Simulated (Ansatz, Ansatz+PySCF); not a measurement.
| atom | x (Å) | y (Å) | z (Å) |
| --- | --- | --- | --- |
| C | 0.0000 | 0.0158 | -0.6902 |
| C | 0.0000 | -0.0421 | 0.7904 |
| H | 0.9337 | 0.0148 | 1.3558 |
| H | -0.9337 | 0.0148 | 1.3558 |
| H | 0.0000 | 1.0601 | -1.0660 |
| H | 0.8914 | -0.4658 | -1.1233 |
| H | -0.8914 | -0.4658 | -1.1233 |

UHF-MP2 on doublet C2H5 was run in several spherical basis sets with Ansatz (development build ahead of 0.2.0). Frozen core: 2 orbitals.

Question: Rank the basis sets by the total energy that they give, lowest first, with the distance from the lowest.
A. cc-pVDZ
B. def2-SVP
C. 6-31G(d)
D. def2-TZVP
E. cc-pVTZ

Answer: E (0.00 eV), D (0.37 eV), A (2.34 eV), C (3.41 eV), B (4.01 eV).

Totals follow the description of the cores as much as that of the bonds, so this order isn't one of quality for chemistry.
